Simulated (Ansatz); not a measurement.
## doublet AlO: levels of theory in one basis

```yaml
atoms:
  - { symbol: Al, position_ang: [0.0000, 0.0000, 0.0000] }
  - { symbol: O, position_ang: [0.0000, 0.0000, 1.5371] }
```

Basis set: def2-SVP (spherical functions). Left uncorrelated: 6 orbitals. Correlation on ROHF uses semicanonical orbitals with singles. Charge 0, multiplicity 2.

Computed with Ansatz (development build ahead of 0.2.0); each method stands on the lowest determinant of its kind that the runs found.

| method | E − E(ROHF) (eV) | <S²> of the determinant |
| --- | --- | --- |
| ROHF | 0.00 | 0.75 |
| UHF | -0.19 | 0.94 |
| UHF-MP2 | -5.19 | 0.94 |
| UHF-CCSD(T) | -6.83 | 0.94 |

Q: What does ROHF-MP2 give on the same scale?

A: -4.95 eV.

The restricted and unrestricted rows may stand on different electronic states: another unrestricted solution lies nearer the restricted one.

Caution for UHF, UHF-MP2, UHF-CCSD(T): the unrestricted determinant is spin contaminated; the determinant may break the point group. Caution for ROHF-MP2, UHF-MP2, UHF-CCSD(T): another reference gives a lower total.
